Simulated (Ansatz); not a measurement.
Consider the isomerisation: `COC#N` → `N=C1CO1`.

Isolated molecules relaxed with PBE0-D4/def2-TZVP in Ansatz; ΔE leaves out vibrations. CBS: MP2 limit from def2 TZ/QZ plus the TZ coupled-cluster correction, frozen cores. Each species was taken in one conformer, which may not be the lowest.

| species | CCSD(T)/CBS(def2) energy (Eh) |
| --- | --- |
| `COC#N` | -207.72673 |
| `N=C1CO1` | -207.70431 |

(1) Work out ΔE.

Largest T1 diagnostic among the species: 0.015.

## Answers

(1) ΔE = (-207.70431) − (-207.72673) = 0.02242 Eh = +58.9 kJ/mol.

From BLYP to BHLYP (50 % exact exchange), in def2-TZVPP and without D4, ΔE moves by +9.6 kJ/mol. In def2-TZVPP, CCSD(T) changes the Hartree–Fock value by −28.3 kJ/mol (the triples alone add −4.0 kJ/mol) and MP2 by −27.5 kJ/mol.
